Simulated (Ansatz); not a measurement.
A calculation on 2H MoS2 returned lattice constant a 3.184 Å, lattice parameter c 12.986 Å, equilibrium volume per atom 19.02 Å³/atom.

For reference: lattice constant a 3.16 Å (measured, 300 K, not corrected to a static lattice; as tabulated in arXiv:1605.07067); lattice parameter c 12.294 Å (measured, 300 K, no zero-point or thermal correction; as tabulated in arXiv:1605.07067).

**Question.** Which level of theory produced these numbers?
(A) r²SCAN (Ansatz, a program for electronic structure)
(B) LDA (Ansatz)
(C) PBE-D4 (Ansatz)
(D) r²SCAN+rVV10 (Ansatz)

**Answer.** A, r²SCAN (Ansatz)

The others give: LDA 3.122 Å, 12.077 Å, 16.99 Å³/atom; PBE-D4 3.154 Å, 12.162 Å, 17.46 Å³/atom; r²SCAN+rVV10 3.173 Å, 12.438 Å, 18.07 Å³/atom.

Unless a cell is named, each level is at its own relaxed cell (LDA 16.99, PBE-D4 17.46, r²SCAN 19.02, r²SCAN+rVV10 18.07 Å³/atom).

Caveats: the cell comes from a level without a dispersion term, which matters for the spacing of layers, chains or molecules (LDA, r²SCAN). Ansatz's density-functional and Hartree–Fock values are scalar-relativistic unless marked +SOC, with PAW data made under PBE.
